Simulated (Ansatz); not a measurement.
# Exact exchange and the electronic atomisation energy of BH3O2

BH3O2 has 6 atoms, charge 0, and is taken as a singlet. SMILES: `OBO`. The coordinates come from a PBE0-D4/def2-TZVP relaxation. This is one conformer, not always the lowest.

The electronic atomisation energy y, in eV, basis def2-TZVP; a is the functional's share of exact exchange. Programs: Ansatz 0.2.0.

| functional | program | a | y (eV) |
| --- | --- | --- | --- |
| BLYP | Ansatz | 0 | 25.24 |
| PBE | Ansatz | 0 | 25.73 |
| B3LYP | Ansatz | 0.2 | 25.17 |
| PBE0 | Ansatz | 0.25 | 25.09 |
| r2SCAN0 | Ansatz | 0.25 | ? |
| BHLYP | Ansatz | 0.5 | 24.26 |

Task: Fit y = c + s·a to the known rows and predict r2SCAN0.

Result: 
1. Means of the 5 rows: a = 0.1900, y = 25.098.
2. Σ(Δa)² = 0.172, Σ(Δa·Δy) = -0.4066, so the slope is -0.4066/0.172 = -2.364.
3. Intercept: 25.098 − (-2.364) × 0.1900 = 25.547. The largest residual of the fit is 0.31.
4. r2SCAN0: 25.547 + (-2.364) × 0.25 = 24.96 eV.

The run gave 24.82 eV, so the prediction is off by +0.14 eV, within the largest residual. The rows mix families of semi-local functionals, which the line can't see.
